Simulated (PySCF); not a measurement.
Mapped SMILES: `[CH:1]#[C:2]/[CH:3]=[CH:4]/[C:5]#[N:6]`. Hydrogens are named by the atom that carries them.

Geometry: PBE0-D3(BJ)/def2-SVP; GIAO shifts from PySCF, gas phase, non-relativistic, averaged over equivalent atoms.

At PBE0/pcSseg-1 (117 basis functions, 6.5 s wall time on 1 thread of an Intel Xeon Platinum 8488C, shared host):
```tsv
atoms	δ (ppm)
C3	138.6
C5	121.9
C4	121.0
C1	102.5
C2	82.7
N6	335.7
H(C3)	6.41
H(C4)	5.79
H(C1)	3.90
```

Shifts are taken against calculated references (same method and geometry level): ¹³C (σref 184.41) and ¹H (σref 31.27) against TMS; NH3 for ¹⁵N (σref 265.67).

**Question.** Predict the values at WP04/pcSseg-2 on the same geometry.

**Answer.** 
```tsv
atoms	δ at WP04/pcSseg-2	change
C3	140.6	+2.0
C5	121.1	-0.8
C4	122.1	+1.1
C1	98.2	-4.3
C2	79.6	-3.1
N6	320.3	-15.4
H(C3)	6.34	-0.07
H(C4)	5.70	-0.09
H(C1)	3.67	-0.23
```

Chemical shifts δ = σref − σ; ¹³C (σref 172.10), ¹H (σref 31.61) vs TMS; NH3 for ¹⁵N (σref 244.72), all at this level.

The largest change is at N6 (nitrile nitrogen). Cost: 258 basis functions, 21 s wall time on 1 thread of an Intel Xeon Platinum 8488C, shared host. The order of the carbon signals changes between the two levels.

Experimental scales use liquid or dissolved standards, which lie at an offset from isolated NH3 (liquid NH3: subtract about 20 ppm). Unscaled 15N shifts of sp2 nitrogen come out 20 to 40 ppm too high even then.
